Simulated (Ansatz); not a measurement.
Results of HSE06 in Ansatz (PAW) for rock-salt BaTe.

Settings: plane-wave cutoff 520 eV, 6×6×6 k mesh, scalar-relativistic PAW data made under PBE.

Computed at the level's own relaxed cell.

Elastic tensor (GPa, Voigt notation, ions relaxed):

```
   70.7     9.9     9.9     0.0     0.0     0.0
    9.9    70.7     9.9     0.0     0.0     0.0
    9.9     9.9    70.7     0.0     0.0     0.0
    0.0     0.0     0.0    12.1     0.0     0.0
    0.0     0.0     0.0     0.0    12.1     0.0
    0.0     0.0     0.0     0.0     0.0    12.1
```

Worked from these constants: the tetragonal shear constant is C′ = (C11 − C12)/2 = 30.4 GPa against C44 = 12.1 GPa, so the C44 shear is the softer. The Zener ratio C44/C′ is 0.40 (1 for an isotropic solid), and the Cauchy pressure C12 − C44 is -2.2 GPa. With C11 + 2C12 = 90.5 GPa all three Born conditions hold; they don't test modes at the zone boundary.

Computed values are for the static lattice.

Ansatz is an electronic-structure program.
